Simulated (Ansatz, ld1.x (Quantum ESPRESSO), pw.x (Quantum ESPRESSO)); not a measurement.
## Equation-of-state test of one ultrasoft potential (carbon (C))

- Element: C (Z = 6)
- Generator: ld1.x (Quantum ESPRESSO) 7.5
- Type: ultrasoft
- Functional: LDA (PW92)
- Relativity: scalar-relativistic
- Frozen core: [He]
- Valence charge: 4
- Reference configuration: 2s2 2p2
- Partial waves: 2s (bound): rcut 0.80, rcutus 1.05 bohr; 2s channel at -0.4 Ry: rcut 0.80, rcutus 1.05 bohr; 2p (bound): rcut 1.90, rcutus 2.15 bohr; 2p channel at 2.5 Ry: rcut 1.90, rcutus 2.15 bohr; 3d channel at 0.05 Ry: rcut 1.65, rcutus 1.75 bohr
- Local potential: all-electron potential smoothed inside 1.70 bohr (lloc = -2)
- Core correction: a·sin(br)/r model core, default radius (core density twice the valence density)
- Augmentation charge: PSQ, inside the norm-conserving radii

Crystal test: bcc C in pw.x 7.5, no spin, 18³ k-points, Fermi–Dirac smearing 0.01 Ry, cutoffs 45/600 Ry. The reference is all-electron LAPW (Ansatz 0.2.0) with the same functional, mesh and smearing; V0 and B0 come from Birch–Murnaghan fits to the pressures at five volumes. Errors are pseudo minus all-electron; Δ is the rms difference of the E(V) curves that follow from these fits, minima aligned, over ±6 % about the mean V0. Mesh and smearing are coarse, so the numbers serve the comparison and aren't converged zero-temperature values; the lattice is a test structure that the element need not adopt.

All-electron: a0 = 2.329 Å (V0 = 6.32 Å³/atom), B0 = 221.9 GPa.

**Question.** How far does the potential miss the all-electron equation of state?

**Answer.** mean pressure error (GPa): +56.85. The pressure does not cross zero within the volumes sampled, so no fit is given. The largest radius (2.15 bohr) exceeds half the bond length (1.89 bohr), so the spheres overlap, which is one possible source of error among others. This is a poor potential for the solid. Atomic configuration tests: 1 of 9 tests not solved or not reliable.

```json
{"V (Å³/atom)": "5.884", "P all-electron (GPa)": "18.18", "P pseudo (GPa)": "88.99"}
{"V (Å³/atom)": "6.039", "P all-electron (GPa)": "10.98", "P pseudo (GPa)": "73.90"}
{"V (Å³/atom)": "6.194", "P all-electron (GPa)": "4.60", "P pseudo (GPa)": "60.61"}
{"V (Å³/atom)": "6.349", "P all-electron (GPa)": "-1.05", "P pseudo (GPa)": "48.89"}
{"V (Å³/atom)": "6.504", "P all-electron (GPa)": "-6.05", "P pseudo (GPa)": "38.54"}
```

**Question.** At the middle volume, how do free energy and pressure move when the wave cutoff is lowered (ecutrho held at 600 Ry)?

**Answer.**

```
cutoff (Ry)  shift of F (meV/atom)  shift of P (GPa)
         20                 +191.5            -12.66
         27                  +47.1             -5.34
         36                   +2.9             -0.66
```

Input at the middle volume:

```
&control
  calculation='scf', prefix='x', pseudo_dir='./', outdir='./tmp', tstress=.true., disk_io='none'
/
&system
  ibrav=0, nat=1, ntyp=1, ecutwfc=45, ecutrho=600, nbnd=9,
  occupations='smearing', smearing='fd', degauss=0.01
/
&electrons
  conv_thr=1e-09, mixing_beta=0.4, electron_maxstep=70
/
ATOMIC_SPECIES
C 1.0 C.UPF
CELL_PARAMETERS angstrom
  -1.15692109 1.15692109 1.15692109
  1.15692109 -1.15692109 1.15692109
  1.15692109 1.15692109 -1.15692109
ATOMIC_POSITIONS crystal
C 0.0000 0.0000 0.0000
K_POINTS automatic
18 18 18 0 0 0
```

```bash
pw.x < C.scf.in > C.scf.out
```

Lines of the output:

```
Message from routine setup:
     using ibrav=0 with symmetry is DISCOURAGED, use correct ibrav instead
     lattice parameter (alat)  =       3.7867  a.u.
     unit-cell volume          =      41.7992 (a.u.)^3
     number of electrons       =         4.00
     number of Kohn-Sham states=            9
     kinetic-energy cutoff     =      45.0000  Ry
     charge density cutoff     =     600.0000  Ry
     scf convergence threshold =      1.0E-09
     Exchange-correlation= PW
     number of k points=   195  Fermi-Dirac smearing, width (Ry)=  0.0100
     iteration #  1     ecut=    45.00 Ry     beta= 0.40
     total energy              =     -12.50283516 Ry
     estimated scf accuracy    <       0.02687148 Ry
     iteration #  2     ecut=    45.00 Ry     beta= 0.40
     total energy              =     -12.49993491 Ry
     estimated scf accuracy    <       0.00746072 Ry
     iteration #  3     ecut=    45.00 Ry     beta= 0.40
     total energy              =     -12.50070789 Ry
     estimated scf accuracy    <       0.00023222 Ry
     iteration #  4     ecut=    45.00 Ry     beta= 0.40
     total energy              =     -12.50071149 Ry
     estimated scf accuracy    <       0.00000021 Ry
     iteration #  5     ecut=    45.00 Ry     beta= 0.40
     total energy              =     -12.50071159 Ry
     estimated scf accuracy    <       0.00000001 Ry
     iteration #  6     ecut=    45.00 Ry     beta= 0.40
     total energy              =     -12.50071159 Ry
     estimated scf accuracy    <          6.1E-09 Ry
     iteration #  7     ecut=    45.00 Ry     beta= 0.40
     the Fermi energy is    13.2401 ev
!    total energy              =     -12.50071159 Ry
     estimated scf accuracy    <          1.2E-11 Ry
     smearing contrib. (-TS)   =      -0.00147322 Ry
     The total energy is F=E-TS. E is the sum of the following terms:
     one-electron contribution =       4.91241624 Ry
     hartree contribution      =       0.76024569 Ry
     xc contribution           =      -4.85517940 Ry
     ewald contribution        =     -13.31672090 Ry
     convergence has been achieved in   7 iterations
          total   stress  (Ry/bohr**3)                   (kbar)     P=      606.14
     Message from routine punch:
     Nothing written, as per user request (disk_io='none')
```

The run at the middle volume (195 k-points, 7 iterations) took about 6.5 s on one core of a shared host (Neoverse-V1, 32 threads, 247 GiB, load 24).
